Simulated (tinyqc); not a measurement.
Extended Hueckel theory, for BH3, step by step. One step of it, computed by the program tinyqc.

Question. Mulliken analysis. P = C n C^T; charge = valence electrons (B 3, H 1) minus the sum of (P S)_ii on the atom; overlap population = 2 sum P_ij S_ij between two atoms.

coefficients:
```
              MO1        MO2        MO3        MO4        MO5        MO6        MO7
1B 2s    0.515003   0.000000  -0.000003   0.032492   0.000000  -0.000082   1.537755
1B 2px   0.000001   0.000000   0.445106   0.000000   0.000000   1.311556   0.000097
1B 2py   0.000000   0.445103   0.000000   0.000000   1.311558   0.000000   0.000000
1B 2pz  -0.001592   0.000000   0.000000   0.999323   0.000000   0.000003  -0.060674
2H 1s    0.286718   0.000000   0.549176  -0.007177   0.000000  -1.056057  -0.807756
3H 1s    0.286714   0.475603  -0.274592  -0.007177  -0.914607   0.528095  -0.807638
4H 1s    0.286714  -0.475603  -0.274592  -0.007177   0.914607   0.528095  -0.807638
```

occupations: 2.000000  2.000000  2.000000  0.000000  0.000000  0.000000  0.000000

overlap S:
```
           1B 2s     1B 2px     1B 2py     1B 2pz      2H 1s      3H 1s      4H 1s
1B 2s   1.000000   0.000000   0.000000   0.000000   0.496685   0.496678   0.496678
1B 2px  0.000000   1.000000   0.000000   0.000000   0.536695  -0.268342  -0.268342
1B 2py  0.000000   0.000000   1.000000   0.000000   0.000000   0.464790  -0.464790
1B 2pz  0.000000   0.000000   0.000000   1.000000  -0.018775  -0.018775  -0.018775
2H 1s   0.496685   0.536695   0.000000  -0.018775   1.000000   0.097448   0.097448
3H 1s   0.496678  -0.268342   0.464790  -0.018775   0.097448   1.000000   0.097443
4H 1s   0.496678  -0.268342  -0.464790  -0.018775   0.097448   0.097443   1.000000
```

Give: charges; Overlap populations.

Answer.

charges: 1B 0.4498, 2H -0.1499, 3H -0.1499, 4H -0.1499

Overlap populations:

| pair | value |
|---|---|
| 2-1 | 0.818157 |
| 3-1 | 0.818150 |
| 3-2 | -0.026737 |
| 4-1 | 0.818150 |
| 4-2 | -0.026737 |
| 4-3 | -0.026735 |
